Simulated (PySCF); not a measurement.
Structure with atom numbers: `[CH3:1][O:2][C:3](=[O:4])[O:5][CH3:6]`. Each H is labelled by its parent atom.

PySCF 2.14.0 with density-fitted response routines calculation with structure optimised with PBE0-D3(BJ)/def2-SVP and NMR shieldings at PBE0/pcSseg-1/GIAO; no relativistic terms, gas phase, rapidly exchanging positions averaged, single conformer.

Chemical shifts δ = σref − σ; TMS for $^{13}$C (σ = 184.41 ppm), $^{1}$H (σ = 31.27 ppm); H2O for $^{17}$O (σ = 334.56 ppm), all at this level.

```csv
atoms,nucleus,count,δ (ppm)
O4,$^{17}$O,1,?
C1/C6,$^{13}$C,2,54.2
C3,$^{13}$C,1,?
H(C1)/H(C6),$^{1}$H,6,3.62
O2/O5,$^{17}$O,2,141.0
```

**Question.** Fill in the missing shifts.

**Answer.** 
- C3: 162.0 ppm, carbonate carbon; it is a carbonyl in resonance with an O or N lone pair, the region of acids, esters and amides
- O4: 309.8 ppm, ester carbonyl oxygen

Shifts are as computed. Against solution values, carbons near 30 ppm lie about +2 ppm off and those near 130 ppm about +5 ppm. Of 1211 compounds with measured shifts, 218 miss one by over three times the rms of a fit or turn the order of signals round; such compounds aren't used in these exercises. Unscaled 17O shifts of doubly bonded oxygen tend to come out too high, by tens of ppm or more. Experimental scales use liquid or dissolved standards, which lie at an offset from isolated H2O (liquid H2O: subtract about 36 ppm).
